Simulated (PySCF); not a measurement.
# C3H3NO− (doublet): open-shell or spin-flip excitations

What do calculations give for the open-shell or spin-flip excitations of C3H3NO− (doublet) (`N#CC[CH][O-]`)?

Computed with PySCF 2.14.0 and routines of our own; the level stands in each step. Atoms count from 0.

## (1) The system as given

8 atoms, charge -1, multiplicity 2; geometry from: GFN2-xTB.

## (2) Open-shell or spin-flip excitations: unrestricted TDDFT wB97X-D/def2-SVPD in water

What the job is given:

```
{"job": {"kind": "uabs", "xc": "wB97X-D", "basis": "def2-SVPD", "nstates": 10, "tda": false, "solvent": "water", "pol": false}, "charge": -1, "multiplicity": 2}
N      2.077209    -0.324869    -1.033039
C      1.253481    -0.308630    -0.201392
C      0.068146    -0.231282     0.617275
C     -0.953994     0.365310    -0.324194
O     -1.258012     1.603191    -0.341507
H      0.233233     0.428430     1.474905
H     -0.212588    -1.237285     0.969552
H     -1.198418    -0.285453    -1.186166
```

Level: unrestricted TDDFT wB97X-D/def2-SVPD, vertical, IEF-PCM water (non-equilibrium linear response), core orbitals frozen in the response.

Launch:

```
$ OMP_NUM_THREADS=1 python excited_run.py task.json out
```

One launch serves the whole session: the jobs run in the order shown.

The log of the run:

```text
coarse grid: 7272 points
cycle   1  E = -245.6708351490  dE =  5.465e-01  |g| = 6.451e-01  |ddm| = 2.576e+00
cycle   2  E = -245.4782876355  dE =  1.925e-01  |g| = 9.835e-01  |ddm| = 2.043e+00
cycle   3  E = -245.8537768978  dE = -3.755e-01  |g| = 3.700e-02  |ddm| = 1.230e+00
cycle   4  E = -245.8548392219  dE = -1.062e-03  |g| = 1.787e-02  |ddm| = 1.413e-01
cycle   5  E = -245.8551434584  dE = -3.042e-04  |g| = 6.227e-03  |ddm| = 7.850e-02
cycle   6  E = -245.8552357043  dE = -9.225e-05  |g| = 3.769e-03  |ddm| = 5.070e-02
cycle   7  E = -245.8552659617  dE = -3.026e-05  |g| = 2.263e-03  |ddm| = 3.256e-02
cycle   8  E = -245.8552819527  dE = -1.599e-05  |g| = 1.003e-03  |ddm| = 3.309e-02
cycle   9  E = -245.8552854954  dE = -3.543e-06  |g| = 4.882e-04  |ddm| = 1.671e-02
final grid: 71944 points
cycle  10  E = -245.8949926719  dE = -6.051e-05  |g| = 3.811e-03  |ddm| = 6.169e-02
cycle  11  E = -245.8949940653  dE = -1.393e-06  |g| = 4.311e-03  |ddm| = 1.601e-02
cycle  12  E = -245.8950020745  dE = -8.009e-06  |g| = 9.970e-04  |ddm| = 5.938e-03
cycle  13  E = -245.8950032031  dE = -1.129e-06  |g| = 5.083e-04  |ddm| = 5.576e-03
cycle  14  E = -245.8950037120  dE = -5.089e-07  |g| = 1.587e-04  |ddm| = 5.513e-03
cycle  15  E = -245.8950038158  dE = -1.038e-07  |g| = 7.025e-05  |ddm| = 3.555e-03
cycle  16  E = -245.8950038226  dE = -6.796e-09  |g| = 3.524e-05  |ddm| = 8.647e-04
cycle  17  E = -245.8950038243  dE = -1.725e-09  |g| = 1.179e-05  |ddm| = 4.824e-04
cycle  18  E = -245.8950038247  dE = -4.115e-10  |g| = 6.038e-06  |ddm| = 3.020e-04
converged SCF energy = -245.8950038247

<S^2> of the reference = 0.7554 (exact 0.7500)

Excitations
state   eV       nm        f      <S^2>   main configurations
  1   2.7284    454.4   0.00285   0.768   Ha->La 0.58, Ha->L+1a 0.40
  2   2.9829    415.6   0.05480   0.774   Ha->L+2a 0.97
  3   3.0777    402.8   0.02565   0.771   Ha->L+1a 0.55, Ha->La 0.33, Ha->L+3a 0.08
  4   3.8139    325.1   0.00103   0.760   Ha->L+3a 0.82
  5   4.2157    294.1   0.00341   0.767   Ha->L+4a 0.78
  6   4.3892    282.5   0.00361   0.773   Hb->Lb 0.72
  7   4.4085    281.2   0.03347   0.767   Ha->L+5a 0.79
  8   5.4335    228.2   0.01921   0.782   Ha->L+6a 0.53, Ha->L+8a 0.21, Ha->L+9a 0.12
  9   5.5036    225.3   0.01530   0.778   Ha->L+8a 0.47, Ha->L+6a 0.36
 10   5.9017    210.1   0.00791   0.776   Ha->L+7a 0.81
```

Wall time 21 s (1 thread of Arm Neoverse V1, shared host); peak memory 0.55 GiB.

From this job:

| quantity | value |
| --- | --- |
| ⟨S²⟩ | 0.755 |

Löwdin spin populations:

| atom | value (e) |
| --- | --- |
| N0 | 0.08 |
| C1 | 0.03 |
| C2 | 0.05 |
| C3 | 0.47 |
| O4 | 0.32 |
| H5 | 0.00 |
| H6 | 0.02 |
| H7 | 0.03 |

With diffuse functions Löwdin's scheme smears the spin, so small populations can have the wrong sign.

## (3) Open-shell or spin-flip excitations: unrestricted TDDFT wB97X-D/def2-SVPD

The job, as its differences from that of step 2:

```diff
@@ -1,2 +1,2 @@
-{"job": {"kind": "uabs", "xc": "wB97X-D", "basis": "def2-SVPD", "nstates": 10, "tda": false, "solvent": "water", "pol": false}, "charge": -1, "multiplicity": 2}
+{"job": {"kind": "uabs", "xc": "wB97X-D", "basis": "def2-SVPD", "nstates": 10, "tda": false}, "charge": -1, "multiplicity": 2}
 N      2.077209    -0.324869    -1.033039
```

Level: unrestricted TDDFT wB97X-D/def2-SVPD, vertical, gas phase, core orbitals frozen in the response.

The log of the run:

```text
coarse grid: 7272 points
cycle   1  E = -245.5429993113  dE =  6.741e-01  |g| = 6.748e-01  |ddm| = 2.578e+00
cycle   2  E = -245.2021219592  dE =  3.409e-01  |g| = 1.167e+00  |ddm| = 3.848e+00
cycle   3  E = -245.7514186873  dE = -5.493e-01  |g| = 5.318e-02  |ddm| = 2.700e+00
cycle   4  E = -245.7528222802  dE = -1.404e-03  |g| = 3.704e-02  |ddm| = 1.996e-01
cycle   5  E = -245.7534523664  dE = -6.301e-04  |g| = 1.781e-02  |ddm| = 1.258e-01
cycle   6  E = -245.7536500828  dE = -1.977e-04  |g| = 6.177e-03  |ddm| = 8.292e-02
cycle   7  E = -245.7537192483  dE = -6.917e-05  |g| = 2.367e-03  |ddm| = 8.671e-02
cycle   8  E = -245.7537420585  dE = -2.281e-05  |g| = 9.901e-04  |ddm| = 8.085e-02
cycle   9  E = -245.7537459991  dE = -3.941e-06  |g| = 5.483e-04  |ddm| = 3.607e-02
final grid: 71944 points
cycle  10  E = -245.7936753172  dE = -6.018e-05  |g| = 3.917e-03  |ddm| = 6.744e-02
cycle  11  E = -245.7936752116  dE =  1.056e-07  |g| = 4.963e-03  |ddm| = 2.456e-02
cycle  12  E = -245.7936858549  dE = -1.064e-05  |g| = 1.077e-03  |ddm| = 8.644e-03
cycle  13  E = -245.7936872191  dE = -1.364e-06  |g| = 5.598e-04  |ddm| = 1.133e-02
cycle  14  E = -245.7936878843  dE = -6.652e-07  |g| = 1.706e-04  |ddm| = 1.251e-02
cycle  15  E = -245.7936880095  dE = -1.252e-07  |g| = 9.764e-05  |ddm| = 7.803e-03
cycle  16  E = -245.7936880217  dE = -1.215e-08  |g| = 3.907e-05  |ddm| = 2.276e-03
cycle  17  E = -245.7936880247  dE = -3.006e-09  |g| = 1.771e-05  |ddm| = 1.285e-03
cycle  18  E = -245.7936880259  dE = -1.249e-09  |g| = 1.021e-05  |ddm| = 9.944e-04
cycle  19  E = -245.7936880264  dE = -4.359e-10  |g| = 4.860e-06  |ddm| = 6.621e-04
converged SCF energy = -245.7936880264

Static polarisability (au): isotropic 63.281, principal 49.481 53.789 86.574

<S^2> of the reference = 0.7559 (exact 0.7500)

Excitations
state   eV       nm        f      <S^2>   main configurations
  1   1.8708    662.7   0.00194   0.762   Ha->La 0.82, Ha->L+1a 0.14
  2   2.3485    527.9   0.00163   0.771   Ha->L+1a 0.41, Ha->L+2a 0.33, Ha->L+3a 0.13, Ha->La 0.10
  3   2.4866    498.6   0.05007   0.773   Ha->L+2a 0.46, Ha->L+1a 0.40
  4   2.8588    433.7   0.00712   0.762   Ha->L+3a 0.72, Ha->L+2a 0.17
  5   3.7121    334.0   0.01259   0.767   Ha->L+4a 0.83
  6   3.8712    320.3   0.00183   0.765   Ha->L+5a 0.87
  7   4.0707    304.6   0.00398   0.775   Hb->L+1b 0.71, Hb->L+4b 0.14
  8   4.5630    271.7   0.03036   0.770   Ha->L+6a 0.85, Ha->L+7a 0.10
  9   4.7130    263.1   0.00942   0.769   Ha->L+7a 0.78, Ha->L+6a 0.10
 10   5.1041    242.9   0.01536   0.766   Ha->L+8a 0.68, Ha->L+9a 0.18
```

Run time: 23 s. Hardware: 1 thread of Arm Neoverse V1, shared host; peak memory 0.55 GiB.

Warnings kept with the result: the highest occupied orbital has positive energy: the anion is not bound at this level.

In short:

| quantity | value |
| --- | --- |
| ⟨S²⟩ | 0.756 |

## (4) Open-shell or spin-flip excitations: unrestricted TDDFT revPBE/def2-SVPD

The job, as its differences from that of step 3:

```diff
@@ -1,2 +1,2 @@
-{"job": {"kind": "uabs", "xc": "wB97X-D", "basis": "def2-SVPD", "nstates": 10, "tda": false}, "charge": -1, "multiplicity": 2}
+{"job": {"kind": "uabs", "xc": "revPBE", "basis": "def2-SVPD", "nstates": 4, "tda": false}, "charge": -1, "multiplicity": 2}
 N      2.077209    -0.324869    -1.033039
```

With the program's defaults for keys left out, this is: unrestricted TDDFT revPBE/def2-SVPD, vertical, gas phase, core orbitals frozen in the response.

The log of the run:

```text
coarse grid: 7272 points
cycle   1  E = -245.5726747673  dE =  5.875e-01  |g| = 6.594e-01  |ddm| = 2.706e+00
cycle   2  E = -241.2326784297  dE =  4.340e+00  |g| = 2.385e+00  |ddm| = 1.026e+02
cycle   3  E = -245.7199156485  dE = -4.487e+00  |g| = 3.176e-01  |ddm| = 1.013e+02
cycle   4  E = -245.6370270550  dE =  8.289e-02  |g| = 5.181e-01  |ddm| = 3.382e+00
cycle   5  E = -245.7695357981  dE = -1.325e-01  |g| = 1.556e-01  |ddm| = 2.623e+00
cycle   6  E = -245.7814869057  dE = -1.195e-02  |g| = 3.622e-02  |ddm| = 5.820e-01
cycle   7  E = -245.7820316880  dE = -5.448e-04  |g| = 1.567e-02  |ddm| = 2.127e-01
cycle   8  E = -245.7821728902  dE = -1.412e-04  |g| = 6.728e-03  |ddm| = 1.023e-01
cycle   9  E = -245.7821935545  dE = -2.066e-05  |g| = 2.441e-03  |ddm| = 1.835e-02
cycle  10  E = -245.7821965159  dE = -2.961e-06  |g| = 1.042e-03  |ddm| = 1.316e-02
final grid: 71944 points
cycle  11  E = -245.8287049801  dE =  2.257e-05  |g| = 1.251e-02  |ddm| = 1.969e-01
cycle  12  E = -245.8281953574  dE =  5.096e-04  |g| = 3.684e-02  |ddm| = 1.540e-01
cycle  13  E = -245.8287609433  dE = -5.656e-04  |g| = 3.784e-03  |ddm| = 1.136e-01
cycle  14  E = -245.8287689981  dE = -8.055e-06  |g| = 1.043e-03  |ddm| = 2.118e-02
cycle  15  E = -245.8287694620  dE = -4.639e-07  |g| = 4.856e-04  |ddm| = 5.687e-03
cycle  16  E = -245.8287695623  dE = -1.003e-07  |g| = 1.815e-04  |ddm| = 2.119e-03
cycle  17  E = -245.8287695817  dE = -1.938e-08  |g| = 3.855e-05  |ddm| = 1.373e-03
cycle  18  E = -245.8287695830  dE = -1.275e-09  |g| = 8.967e-06  |ddm| = 4.957e-04
cycle  19  E = -245.8287695831  dE = -7.401e-11  |g| = 5.409e-06  |ddm| = 7.830e-05
converged SCF energy = -245.8287695831

Static polarisability (au): isotropic 69.337, principal 53.540 58.460 96.011

<S^2> of the reference = 0.7526 (exact 0.7500)

Excitations
state   eV       nm        f      <S^2>   main configurations
  1   0.9590   1292.8   0.00082   0.754   Ha->La 1.00
  2   1.5063    823.1   0.00079   0.754   Ha->L+1a 1.00
  3   1.9353    640.6   0.02391   0.755   Ha->L+2a 0.79, Ha->L+3a 0.19
  4   2.1762    569.7   0.01184   0.754   Ha->L+3a 0.80, Ha->L+2a 0.16
```

Wall time 17 s (1 thread of Arm Neoverse V1, shared host); peak memory 0.47 GiB.

Warnings kept with the result: the highest occupied orbital has positive energy: the anion is not bound at this level.

Key values:

| quantity | value |
| --- | --- |
| ⟨S²⟩ | 0.753 |

## (5) What came out

| quantity | value |
| --- | --- |
| lowest and brightest state of nearly pure spin, of 10 (step 2, unrestricted TDDFT wB97X-D/def2-SVPD in water) | 2.73 eV; 2.98 eV, f = 0.055 |
| lowest and brightest state of nearly pure spin, of 10 (step 3, unrestricted TDDFT wB97X-D/def2-SVPD) | 1.87 eV; 2.49 eV, f = 0.050 |
| lowest and brightest state of nearly pure spin, of 4 (step 4, unrestricted TDDFT revPBE/def2-SVPD) | 0.96 eV; 1.94 eV, f = 0.024 |

For an anion in the gas phase, states above the energy of detachment are held by the basis alone, so excitations and responses hang on it. The lowest state of nearly pure spin runs from 0.96 to 2.73 eV over the runs.
